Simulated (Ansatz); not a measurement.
## Sodium, bcc: convergence with the plane-wave cutoff

Computed with Ansatz, PBE, scalar-relativistic PAW, on the relaxed cell (a = 4.197 Å; spin not included). Errors count from a run at 420 eV on a Γ-centred 17×17×17 mesh with Fermi-Dirac smearing of 0.1 eV, extrapolated to zero width. Fixed here: mesh 11×11×11, Fermi-Dirac width 0.1 eV. The pressure holds a Pulay correction and is unreliable far below the recommended cutoff. The SCF starts from atomic densities corrected by a trained network.

| cutoff (eV) | E(σ→0) error (meV/atom) | P (GPa) | SCF iterations |
| --- | --- | --- | --- |
| 150 | 18433.5 | 0.39 | 7 |
| 200 | 2915.8 | -0.32 | 6 |
| 250 | 421.5 | -0.06 | 6 |
| 300 | 44.4 | -0.01 | 6 |
| 350 | 0.0 | 0.00 | 6 |
| 420 | -2.7 | 0.00 | 6 |
| 500 | -3.1 | 0.01 | 6 |
| 600 | -3.4 | 0.01 | 6 |
| 800 | -3.4 | 0.01 | 6 |

Within 5 meV/atom of the last row: from 350 eV on.
